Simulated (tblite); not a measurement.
Compound: C₄H₇OS (doublet state).
Numbering: `[CH2:1][CH2:2][C:3](=[S:4])[O:5][CH3:6]` (hydrogens: H7, H8 on C1; H9, H10 on C2; H11, H12, H13 on C6)

Structure optimised with GFN2-xTB, isolated species. This method treats the open shell by occupation alone, without spin polarisation.

(1) What internal coordinates does the optimisation give?

Answers

(1) 
```tsv
bond	length (Å)	order
C1–C2	1.469	single
C2–C3	1.501	single
C3=S4	1.628	double
C3–O5	1.337	single
O5–C6	1.412	single
C1–H7, C1–H8	1.071	single
C2–H9, C2–H10	1.103	single
C6–H11, C6–H12, C6–H13	1.092	single
```

Bonds in one row agree within 0.01 Å and their mean is given. Orders are formal, as drawn. A selection of angles:
```tsv
angle	degrees
C2–C1–H7	120.5
C2–C1–H8	119.3
H7–C1–H8	120.2
C1–C2–C3	115.4
C1–C2–H9	109.9
C3–C2–H9	108.2
H9–C2–H10	104.9
C2–C3–S4	124.0
C2–C3–O5	119.4
S4–C3–O5	116.6
C3–O5–C6	121.9
O5–C6–H11	105.4
O5–C6–H12	111.7
H11–C6–H12	109.4
```

Torsions: C1–C2–C3–S4 5° (synperiplanar); C2–C3–O5–C6 0° (synperiplanar). The mirror-image conformer, all signs reversed, is as good.

C1 (carbon bonded to C and 2 H) is planar (angles 120.5°, 120.2° and 119.3°, sum 360.0°, 0.00 Å off the plane of its three neighbours). The 2 C–O bonds span 1.337 Å (C3–O5, drawn single) to 1.412 Å (O5–C6, drawn single), a spread of 0.075 Å. C3 (carbon bonded to C, O and S) is planar (angles 124.0°, 119.4° and 116.6°, sum 360.0°, 0.00 Å off the plane of its three neighbours). The C–C distances run from 1.469 Å (C1–C2, drawn single) to 1.501 Å (C2–C3, drawn single), a spread of 0.032 Å. O5 (oxygen bonded to 2 C) is bent (angle 121.9°). Of the pairs four or more bonds apart, S4···H7 is among the closest relative to their van der Waals radii: 2.60 Å, 87 % of the sum of Bondi's values.

Its GFN2-xTB frequencies are all real (lowest 58 cm⁻¹). Torsions: H–C1–C2–C3 6° and -174°, C1–C2–C3–S4 5°, C2–C3–O5–C6 0°.

All values are computed, not measured.
